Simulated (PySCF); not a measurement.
Multinuclear NMR of 2-methoxyacetamide

Geometry:
| atom | x (Å) | y (Å) | z (Å) |
| --- | --- | --- | --- |
| C1 | -1.995 | 0.145 | -0.781 |
| O2 | -0.593 | 0.239 | -0.835 |
| C3 | 0.038 | -0.336 | 0.286 |
| C4 | 1.558 | -0.215 | 0.191 |
| N5 | 1.989 | 0.408 | -0.918 |
| O6 | 2.287 | -0.648 | 1.054 |
| H7 | -2.373 | 0.615 | -1.687 |
| H8 | -2.395 | 0.667 | 0.096 |
| H9 | -2.322 | -0.901 | -0.748 |
| H10 | -0.212 | -1.404 | 0.374 |
| H11 | -0.284 | 0.157 | 1.216 |
| H12 | 2.975 | 0.534 | -1.066 |
| H13 | 1.321 | 0.740 | -1.593 |

PySCF 2.14.0 with density-fitted response routines calculation with NMR shieldings at PBE0/pcSseg-1/GIAO, GFN2-xTB structure and spin–spin couplings from B3LYP/pcJ-1 (spin–dipole term only in couplings to heteroatoms); single conformer, isolated molecule, non-relativistic, one averaged value for each set of equivalent atoms.

Problem. What are the ¹⁵N shifts?

Solution. 
```json
{"atoms": "N5", "environment": "amide-type nitrogen", "σ (ppm)": "155.0", "δ (ppm)": "-290.9"}
```

Shieldings were converted by a linear fit to measured shifts: ¹⁵N (scatter 6.3 ppm rms vs CH3NO2, solution or neat liquid). A few per cent of atoms miss by over 2 rms, more outside the fitted compound classes. Couplings are scaled by factors fitted to measured values: ²J(H,H) × 0.95 (rms 1.3 Hz); all others are unscaled and can be 10–30 % off.

Couplings (the largest are listed; each averaged over equivalent pairs): ¹J(N5,H13) = -97.4 Hz, ¹J(N5,H12) = -96.8 Hz, ¹J(C4,N5) = -19.4 Hz, ²J(C3,N5) = -8.7 Hz, ³J(O2,N5) = 1.0 Hz. Signs are for ¹⁵N, whose magnetogyric ratio is negative.

On a 600 MHz spectrometer ¹⁵N resonates near 60.8 MHz, so 1 ppm is 60.8 Hz.

Problem. Predict the ¹⁷O NMR data.

Solution. 
| atoms | environment | σ (ppm) | δ (ppm) |
| --- | --- | --- | --- |
| O6 | amide-type carbonyl oxygen | -55.8 | 317.5 |
| O2 | ether oxygen | 322.5 | -27.1 |

Shieldings were converted by a linear fit to measured shifts: ¹⁷O: δ = 266.70 − 0.911σ (rms 10.7 ppm, 155 shifts, 12.2 ppm with the 3 outliers that the fit left out vs liquid water, solution or neat liquid). Occasional misses reach two or three times the rms, and more in compound classes unlike the fitted ones. Couplings are scaled by factors fitted to measured values: ²J(H,H) × 0.95 (rms 1.3 Hz); all others are unscaled and can be 10–30 % off.

Couplings (the largest are listed; each averaged over equivalent pairs; quadrupolar broadening usually hides them): ¹J(C4,O6) = 26.9 Hz, ¹J(O2,C3) = 24.6 Hz, ¹J(C1,O2) = 21.7 Hz, ²J(O2,C4) = -7.7 Hz, ²J(O2,H7) = -6.3 Hz, ²J(C3,O6) = -3.8 Hz, ²J(O2,H10) = -3.4 Hz, ³J(O6,H12) = 1.2 Hz, ³J(O6,H13) = -1.2 Hz, ³J(O2,N5) = 1.0 Hz.

On a 600 MHz spectrometer ¹⁷O resonates near 81.3 MHz, so 1 ppm is 81.3 Hz.

Hydrogen bonding in solution shields acid and N–H amide carbonyl oxygens by tens of ppm.
